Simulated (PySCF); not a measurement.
Basis-set dependence of population analyses: `[PH4+]`

Species: PH₄ (charge +1).
Structure used (PBE0-D3(BJ)/def2-SVP), in Å, numbered top down from 1:
```xyz
5
PH4 angstrom
P     -0.023    0.015   -0.020
H     -0.792   -0.858   -0.814
H      0.297   -0.617    1.198
H     -0.761    1.187    0.239
H      1.164    0.349   -0.702
```

PBE0 throughout (PySCF), one geometry, spherical d and f functions. Geometry: PBE0-D3(BJ)/def2-SVP; no solvent, vibrations or thermal averaging. Atoms taken as equivalent share a column and are averaged.

Mulliken charges (e):

```csv
basis,functions,P1,H2/H3/H4/H5
STO-3G,13,+0.551,+0.112
6-31G,21,+0.362,+0.160
6-31G*,26,+0.283,+0.179
def2-SVP,38,+0.352,+0.162
"6-311+G(2d,p)",59,+0.232,+0.192
def2-TZVP,61,+0.150,+0.212
```

IAO charges (e):

```tsv
basis	functions	P1	H2/H3/H4/H5
STO-3G	13	+0.604	+0.099
6-31G	21	+0.452	+0.137
6-31G*	26	+0.609	+0.098
def2-SVP	38	+0.597	+0.101
6-311+G(2d,p)	59	+0.622	+0.095
def2-TZVP	61	+0.625	+0.094
```

Hirshfeld charges (e):

```json
{"basis": "STO-3G", "functions": "13", "P1": "+0.597", "H2/H3/H4/H5": "+0.101"}
{"basis": "6-31G", "functions": "21", "P1": "+0.531", "H2/H3/H4/H5": "+0.117"}
{"basis": "6-31G*", "functions": "26", "P1": "+0.552", "H2/H3/H4/H5": "+0.112"}
{"basis": "def2-SVP", "functions": "38", "P1": "+0.556", "H2/H3/H4/H5": "+0.111"}
{"basis": "6-311+G(2d,p)", "functions": "59", "P1": "+0.559", "H2/H3/H4/H5": "+0.110"}
{"basis": "def2-TZVP", "functions": "61", "P1": "+0.546", "H2/H3/H4/H5": "+0.114"}
```

Problem. Which scheme is steadiest as the basis changes?

Solution. Largest range over the bases for any column: Hirshfeld 0.07 e, IAO 0.17 e, Mulliken 0.40 e. Hirshfeld charges move least and Mulliken charges most, counted in e. Without the minimal STO-3G basis the ranges are Hirshfeld 0.03, IAO 0.17, Mulliken 0.21 e.

Problem. How much do the charges still move between the two largest bases, 6-311+G(2d,p) and def2-TZVP?

Solution. At most, over all atoms: Mulliken 0.082 e, IAO 0.003 e, Hirshfeld 0.013 e.

Problem. What do the same runs give for the total energy and the frontier levels?

Solution. 
```tsv
basis	energy (Eh)	HOMO (eV)	LUMO (eV)
STO-3G	-339.5186	-18.89	-1.43
6-31G	-343.2467	-19.26	-5.25
6-31G*	-343.2849	-19.22	-5.77
def2-SVP	-343.2028	-19.15	-5.57
6-311+G(2d,p)	-343.3225	-19.13	-6.01
def2-TZVP	-343.3233	-19.13	-6.08
```
